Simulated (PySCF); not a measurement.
## Polarisability of `Cc1c(C)[c+]1F`

C5H6F (charge +1).
Cartesian coordinates in Å at the GFN2-xTB level; atoms count from 1:
```
atom  x, y, z in Å
C1     1.982   -0.312    0.129
C2     0.691    0.283   -0.074
C3    -0.721    0.198   -0.060
C4    -1.927   -0.548    0.168
C5    -0.087    1.368   -0.431
F6    -0.164    2.581   -0.818
H7     2.443   -0.497   -0.847
H8     2.650    0.384    0.641
H9     1.916   -1.255    0.668
H10   -2.664    0.062    0.694
H11   -1.736   -1.476    0.704
H12   -2.382   -0.789   -0.799
```

Level: PBE0/def2-SVPD (PySCF), static field, nuclei fixed, core orbitals frozen in the response. The polarisability tensor in these axes (au):

```
x   65.50  0.75  0.01
y    0.75 52.43 -4.87
z    0.01 -4.87 37.86
```

What are the eigenvalues, a third of the trace, and Δα (Δα² = ½Σ(αi − αj)² over the three pairs)?

Principal values 36.38, 53.86 and 65.55 au; mean 51.93 au = 7.70 Å³ = 8.56 × 10⁻⁴⁰ C²·m²/J; Δα = 25.43 au (49 % of the mean).

Sum over states: ᾱ = Σ f/ω², ω in Eh. What share falls to these 6 lowest TDDFT singlets (eV, f)? 6.94, 0.0007; 6.98, 0.0005; 7.26, 0.0002; 7.77, 0.4328; 7.90, 0.0001; 8.23, 0.1109.

They add up to 6.54 au, 12.6 % of the 51.93 au; the largest single term is 5.31 au, from the state at 7.77 eV. Terms in order: 0.01, 0.01, 0.00, 5.31, 0.00, 1.21 au. Higher excitations give the rest. The strengths listed sum to 0.545.

Along which axes do the principal values lie, and how far do the nuclei extend along each?

Largest value along (1.00, 0.06, -0.01), where the nuclei span 5.32 Å; middle along (-0.06, 0.95, -0.29), 4.22 Å; least along (-0.01, 0.29, 0.96), 1.68 Å. The response follows the extents in order.

What depolarisation ratio follows for Rayleigh scattering of linearly polarised light, taking the static tensor?

ρ = 3Δα²/(45ᾱ² + 4Δα²) = 1939.9/(121349 + 2586.5) = 0.0157.

What are the principal values of the traceless quadrupole moment, Θ = ½Σq(3rr − r²1), about the centre of nuclear charge?

-8.99, -3.05, 12.03 D·Å. The values depend on the origin, since the species is charged. The electronic extent ⟨r²⟩ about the same centre is 621 bohr², a root-mean-square distance of 1.99 Å for the 44 electrons.

Isolated species at its GFN2-xTB geometry, gas phase.

These values come from a run that also computed excited states. The run took 12 s of wall time on an Arm Neoverse V2 with one thread, shared host with 32 logical CPUs at a one-minute load of 13, and the process peaked at 0.72 GiB of memory.
